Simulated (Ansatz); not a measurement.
A made-up structure of CH$_{4}$LiN, closed shell:

```
7
angstrom
Li -1.9942 -1.0434 0.4965
N -0.3820 -0.7088 -0.0314
C 0.3826 0.5151 -0.0169
H 0.2056 -1.4313 -0.4338
H 0.6945 0.8672 -1.0167
H -0.2109 1.3340 0.4123
H -1.7414 -2.5376 0.9777
```

It is relaxed with PBE-D4/def2-SVP and then PBE0-D4/def2-TZVP (Ansatz 0.2.0). Atoms count as bonded within 1.22 times the sum of their covalent radii (H–H: 0.88 Å). The end point is not checked to be a true minimum.

**Question.** Does its bonding change? (Judge from chemistry; the calculation decides.)

**Answer.** By the calculation: No: no bond forms or breaks.

Where it ends: The first stage lowers the energy by 2.06 eV in 25 steps. It ends as CH₄LiN ([LiH][NH][CH2]):
Li1  (-1.362, -1.909, 0.426)
N2  (-0.034, -0.822, -0.586)
C3  (-0.001, 0.340, -0.083)
H4  (0.607, -0.930, -1.368)
H5  (0.649, 1.136, -0.455)
H6  (-0.656, 0.553, 0.764)
H7  (-2.249, -1.373, 1.689)
(Å)

Labels in which every atom is bracketed show which atoms are joined, not bond orders.

For scale, one of the runs: PBE0-D4/def2-TZVP relaxation, 100 basis functions, launched by `ansatz run in.yaml --threads 2 --pin off --events-out ev --progress --plain --max-ram 4352MiB`. Hardware: 2 CPU threads of an AMD EPYC 7B13, shared host. Wall time about 14 s.
